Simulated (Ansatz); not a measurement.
C2H2ClFS (`FC(Cl)C=S`) at its PBE0-D4/def2-TZVP geometry, where that method's forces vanish. Charge 0, multiplicity 1.

```
atom   x (Å)   y (Å)   z (Å)
  F1  -1.216   0.010  -1.204
  C2  -0.022  -0.209  -0.595
 Cl3   0.195  -1.958  -0.355
  C4  -0.014   0.435   0.754
  S5   1.161   1.389   1.273
  H6   0.787   0.142  -1.234
  H7  -0.890   0.191   1.359
```

Task: For each bond, give half the difference of the two atoms' forces along it (eV/Å; positive pushes the atoms apart) under PBE-D4, r2SCAN-D4, B3LYP-D4, ωB97M-V in def2-TZVPP. (An estimate is asked.)

Result: Computed: 
```json
{"bond": "F1–C2", "length (Å)": "1.357", "PBE-D4": "0.57", "r2SCAN-D4": "0.30", "B3LYP-D4": "0.37", "ωB97M-V": "0.26"}
{"bond": "C2–Cl3", "length (Å)": "1.779", "PBE-D4": "0.27", "r2SCAN-D4": "0.24", "B3LYP-D4": "0.31", "ωB97M-V": "0.00"}
{"bond": "C2–C4", "length (Å)": "1.495", "PBE-D4": "-0.22", "r2SCAN-D4": "-0.08", "B3LYP-D4": "-0.05", "ωB97M-V": "0.18"}
{"bond": "C2–H6", "length (Å)": "1.089", "PBE-D4": "0.05", "r2SCAN-D4": "-0.13", "B3LYP-D4": "-0.22", "ωB97M-V": "-0.20"}
{"bond": "C4–S5", "length (Å)": "1.600", "PBE-D4": "0.54", "r2SCAN-D4": "0.26", "B3LYP-D4": "0.23", "ωB97M-V": "-0.15"}
{"bond": "C4–H7", "length (Å)": "1.092", "PBE-D4": "0.04", "r2SCAN-D4": "-0.08", "B3LYP-D4": "-0.16", "ωB97M-V": "-0.10"}
```

B3LYP here is the variant with VWN-RPA as its local correlation; programs differ in this.
